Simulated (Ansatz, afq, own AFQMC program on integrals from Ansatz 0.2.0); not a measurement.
Two steps: Ansatz 0.2.0 writes the Fock matrix and Cholesky factors of the valence space, and afq projects on them the lowest state that overlaps trial and start.

```yaml
crystal:
  periodic: [false, false, false]
  atoms:
    - {symbol: N, position_ang: [-0.226103, 1.051534, 0.084591]}
    - {symbol: Sc, position_ang: [0.372817, -1.256731, 0.019893]}
    - {symbol: F, position_ang: [-0.908982, -2.331752, -0.749415]}
    - {symbol: H, position_ang: [-0.773572, 1.529023, 0.817809]}
    - {symbol: H, position_ang: [-0.075660, 1.751825, -0.658578]}
basis:
  gaussian: {orbitals: def2-TZVP}
magnetization: {spin_polarized: true, initial_magnetization: 3}
correlation: {method: ccsd_t, electrons: outside_noble_gas, hamiltonian_folder: ham}
```

```sh
$ ansatz run in.yaml --threads 1 --pin off --events-out ev --progress --plain --max-ram 16896MiB --backend cuda --devices 0, --max-vram 18GiB
```

afq runs on the folder ham with

```
--method phaseless --trial hf --walkers 1200 --populations 20 --least-time 40 --time-step 0.005 --steps-per-block 20 --equilibration-blocks 160 --max-blocks 4000 --target-error 0.0012000 --factor-cut 1e-05 --start spin_pure --seed 909 --taylor-order 6
```

Times are imaginary, in 1/Eh. The walk had a cap of 102 s. With eight or more populations the least sampling time is a fifth of least-time, and the error comes from their spread.

Output of the walk:

```
orbitals 108  electrons 10 7  factors 842 of 946
reference energy -914.90501047 Eh
CCSD correlation -0.48554333 Eh in 24 cycles, weight of the determinant in the CISD state 0.8731
energy of the start -914.905245 Eh
 block  time / (1/Eh)  mean weight  energy / Eh
     1     0.100  1.0032  -915.101140
     2     0.200  1.0042  -915.203584
     3     0.300  1.0048  -915.269155
     4     0.400  1.0039  -915.300598
     5     0.500  1.0044  -915.331166
    10     1.000  1.0007  -915.374431
    51     5.100  0.9986  -915.412413
   101    10.100  1.0003  -915.421783
   151    15.100  0.9984  -915.403407
   201    20.100  0.9991  -915.398471
   241    24.100  1.0002  -915.437036
   251    25.100  0.9998  -915.397266
   261    26.100  0.9991  -915.385891
   301    30.100  1.0005  -915.394453
   351    35.100  1.0004  -915.400758
   401    40.100  0.9991  -915.403459
   411    41.100  1.0000  -915.420652
error from the spread of 20 populations
energy -915.408267 +/- 0.001491 Eh
(rows thinned)
```

The run passed its tests (sampling time, drift between the halves within three errors, error under three times the target), which doesn't prove that it has relaxed, ending at its cap on processor time.

Against this walk (error 40.6 meV) on the same determinant: CCSD(T) 83.9 meV higher, a separate phaseless walk with a CISD trial and standard settings 79.6 ± 41.5 meV higher (within the noise). The error is statistical and leaves out the bias of the constraint. None of these is a sure reference here.

Cautions: constraint bias not in the error; error above the target (40.6 against 32.7 meV); no relativity below Rb; outer-core shells of the metal frozen; higher spins were not checked; the shape changed its bonds on relaxing.

The walk took 100 s on 1 × NVIDIA H100 80GB HBM3 with 2 threads of AMD EPYC 7R13 Processor (Zen 3), with other jobs on the host (the card was shared). The log's last line is the phaseless energy.
